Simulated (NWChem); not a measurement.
System: NH₂ anion

NWChem input:

```
start job
memory heap 200 mb stack 900 mb global 1100 mb
charge -1
geometry units angstroms noautoz
  N      0.000000     0.000000     0.136180
  H      0.798499     0.000000    -0.514486
  H     -0.798499     0.000000    -0.514486
end
basis spherical
  * library 6-31+g*
end
dft
  xc rpbe cpbe96
  iterations 150
  mulliken
end
task dft energy
```

Coordinates come from a B3LYP/def2-SVPD optimisation. The highest occupied level is positive, so the extra electron may be held by the finite basis.

Give the results of this calculation. (RPBE/6-31+G* (spherical d).) Quantities: energy (Ha); highest occupied level (eV); orbital gap (eV).


```
Property                     Result
---------------------------  ------
energy (Ha)                  -55.90
highest occupied level (eV)    3.00
orbital gap (eV)               3.11
```
